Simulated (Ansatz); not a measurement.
This geometry of H$_{6}$NSi$_{2}$ (9 atoms, charge 0, multiplicity 2) is a first-order saddle point.

The calculation used Ansatz 0.2.0, UHF/6-31G*.

```xyz
9
Properties=species:S:1:pos:R:3
N -1.784 0.599 -0.885
Si -0.016 0.543 -0.857
Si 0.654 -0.866 0.922
H -2.197 1.309 -0.299
H 0.438 0.003 -2.151
H 0.587 1.884 -0.677
H 1.440 -0.109 1.920
H 1.492 -1.969 0.409
H -0.526 -1.441 1.601
```

Which two structures does it join? (They come from a converged band through this point; their orientation in space is the band's.)

No bond is made or broken. The dihedral N1–Si2–Si3–H9 goes from -60 to 61°. The two ends are copies of one structure, up to a mirror image or an exchange of like atoms.

Image 0:

```xyz
9
Properties=species:S:1:pos:R:3
N -1.649 0.341 -1.212
Si 0.014 0.689 -0.728
Si 0.652 -0.881 0.910
H -2.362 0.822 -0.686
H 0.870 0.563 -1.921
H 0.175 2.060 -0.189
H 2.040 -0.605 1.338
H 0.581 -2.257 0.381
H -0.232 -0.778 2.091
```

Image 6:

```xyz
9
Properties=species:S:1:pos:R:3
N -1.782 0.783 -0.707
Si -0.048 0.491 -0.875
Si 0.639 -0.898 0.900
H -2.033 1.594 -0.163
H 0.177 -0.176 -2.170
H 0.744 1.743 -0.859
H 0.348 -0.251 2.197
H 2.097 -1.131 0.808
H -0.055 -2.201 0.852
```

How far does it lie above each of them?

0.044 eV above the first and 0.044 eV above the second. This is the barrier of this one path; another mechanism may lie lower.

The run took 7.8 min on 1 CPU thread of a shared host.
